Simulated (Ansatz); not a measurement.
# HAlC, singlet in 6-31G: errors against full CI

Geometry: a point of a stretch scan, not a stationary point.

```xyz
3

Al    0.0000    0.0000    0.2630
C     0.0000    0.0000   -2.1170
H     0.0000    0.0000    1.8541
```

Basis 6-31G; Ansatz 0.2.0. Only valence electrons are correlated (noble-gas cores frozen), which leaves 8 electrons in 18 orbitals. Prefix R: restricted or restricted open-shell reference; prefix U: unrestricted. Active spaces: valence = (8e, 9o) chosen from the atoms' valence shells; pair = (2e, 2o) about the gap.

Full CI is exact within this basis and frozen core; it isn't the basis-set limit. The frozen core follows each run's orbitals, which can shift R against U totals by a few meV.

The determinant fills πx and πy unequally, so it is a mixture of Σ and Δ, which weighs on every level built on one determinant.

RHF is unstable: UHF (⟨S²⟩ = 1.00) lies 1.30 eV below the lowest RHF solution. Higher spins weren't run at this geometry and may lie near or lower.

```
UHF ⟨S²⟩                          : 1.000
T1 diagnostic (RCCSD)             : 0.1151
largest doubles amplitude (RCCSD) : 0.191
```

```csv
level,E − E(full CI) (meV),share of correlation (%),wall time
RHF,4423,0.00,–
UHF†,3123,–,–
RMP2,1707,61.42,–
UMP2†,1015,–,–
CISD,861,80.53,0.45 s
RCCSD,426,90.36,–
UCCSD*†,-263,–,–
RCCSD(T),136,96.93,0.96 s
UCCSD(T)*†,-522,–,3.1 s
BCCD(T)*,177,95.99,0.96 s
RCCSDT,105,97.63,–
UCCSDT*†,-718,–,–
CISDTQ,97,97.81,2.4 s
RCCSDT(Q),20,99.55,1.6 s
UCCSDT(Q)*†,-793,–,7 s
RCCSDTQ*,10,99.78,9.5 s
UCCSDTQ*†,-780,–,44 s
CASSCF (valence space),933,78.91,–
NEVPT2 (valence space),275,93.78,7 s
MRCISD (valence space),32,99.28,–
MRCISD+Q (valence space),11,99.75,9 s
```

An asterisk marks runs whose energy the program itself flagged as in doubt. A dagger marks rows that describe another state than the reference (another or a broken symmetry, a higher spin or other natural occupations), so the difference holds a gap between states beside the method's error.

The correlation energy at full CI, counted from RHF, is -4.423 eV. That run took 31 s on 1 thread of Arm Neoverse V2, shared host over 2,341,648 determinants.

Run but not shown, since their state, orbitals or frozen core can't be matched to the reference's or they repeat it: CASSCF (pair space), NEVPT2 (pair space).

Times hold each run's SCF and search for its determinant on a shared host, so for small cases they say little of a method's own cost; they ran on 1 thread of Arm Neoverse V2.

Unrestricted levels hold only the spin's projection, and here they fall towards a lower state of higher spin.

The full-CI state has the irrep A1 of C2v, in the program's axes (one component, if the state is degenerate).

Natural occupations of full CI about the gap: 1.957 1.952 1.846 0.908 0.906 0.146 0.114 0.114 0.024 0.009; effectively unpaired electrons, Σ n²(2−n)², 2.23. No single determinant describes this state well, so single-reference rows can miss without a flag.
